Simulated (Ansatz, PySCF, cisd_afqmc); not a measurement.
Species: HOCl, charge 0, singlet. HOCl (SMILES OCl).
B3LYP-D3(BJ)/def2-TZVP minimum from Ansatz (a quantum-chemistry and plane-wave program):
```xyz
3

O      0.0220     1.1044    -0.0012
H     -0.9233     1.3146     0.0160
Cl     0.0439    -0.5970    -0.0004
```

Atomisation energy term by term, kcal/mol (programs: Ansatz, cisd_afqmc). UHF or UKS for unpaired electrons; spin-orbit terms are left out. Correlated methods leave the cores frozen. Rows without X2C or -DK are non-relativistic. AFQMC is phaseless with a CISD trial state; ± is one standard error, without the phaseless bias. Outlying blocks are dropped, and bars are widened where a walk drifts. Over all cases where full CI ran beside it in this data, AFQMC minus full CI had a median of +0.1 mEh and passed +0.4 mEh in a tenth of the cases. CBS(X,Y): correlation extrapolated as X^-3, Hartree-Fock from the larger set (Q,5: extrapolated as (X+1)exp(-9√X)). A bracket is a step between two methods taken in the basis named. 'core' is core correlation in cc-pwCVTZ (1s frozen past Ne), 'X2C' scalar relativity in cc-pVTZ-DK, both at CCSD(T). Where a partner has so few electrons that a lower coupled-cluster level is exact, that level stands in.

| term | basis | kcal/mol |
|---|---|---|
| Hartree-Fock | CBS(cc-pV(Q+d)Z,cc-pV(5+d)Z) | 78.42 |
| CCSD correlation | CBS(cc-pV(Q+d)Z,cc-pV(5+d)Z) | 80.53 |
| (T) | CBS(cc-pV(Q+d)Z,cc-pV(5+d)Z) | 7.06 |
| CCSDT(Q) - CCSD(T) | cc-pV(T+d)Z | 0.26 |
| CCSDTQ - CCSDT(Q) | cc-pV(D+d)Z | -0.06 |
| core correlation | cc-pwCVTZ | 0.43 |
| scalar relativity | X2C, cc-pVTZ-DK | -0.31 |
| minus zero-point energy | Hessian by PySCF at B3LYP-D3(BJ)/def2-TZVP | -8.21 |
| sum: D0 |  | 158.1 |

The step beyond CCSD(T) by other levels: CCSDTQ in cc-pV(D+d)Z 0.51; AFQMC/CISD in cc-pV(D+d)Z 0.76 ± 0.16; CCSDT(Q) in cc-pV(D+d)Z 0.58; AFQMC/CISD in cc-pV(T+d)Z 0.48 ± 0.13 kcal/mol.
